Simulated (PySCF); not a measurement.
# Adding and removing an electron: NO

PBE; N def2-TZVPPD, O def2-TZVPPD; no relativity (PySCF 2.14). Neutral (UKS): doublet (π ↑), Re = 1.158 Å, ωe = 1890 cm⁻¹, De = 7.45 eV, HOMO -4.54 eV, LUMO -4.27 eV.

NO⁺ (UKS): singlet (closed shell), Re = 1.070 Å, ωe = 2363 cm⁻¹, De = 12.02 eV to N + O⁺. The energies at the minima are -129.81687 hartree for NO and -129.46850 for NO⁺.

Q: Work out the adiabatic ionisation energy, without and with harmonic zero-point energies (1 hartree = 27.2114 eV, 1 eV = 8065.5 cm⁻¹), and the change of the bond length.

A: At PBE: 0.34837 hartree = 9.480 eV between the minima; the zero-point term (2363.0 − 1890.0)/2 cm⁻¹ = +0.029 eV makes it 9.509 eV. Re changes by -8.8 pm against the neutral. The electron leaves a π orbital, and the shorter bond of the ion fits an antibonding orbital, or a change in how ionic the bond is.

For an ion De counts to the pair picked by the measured ionisation energies or electron affinities, which need not be the lowest pair at this level. States were picked by a PBE0 search and need not be the measured ground states.
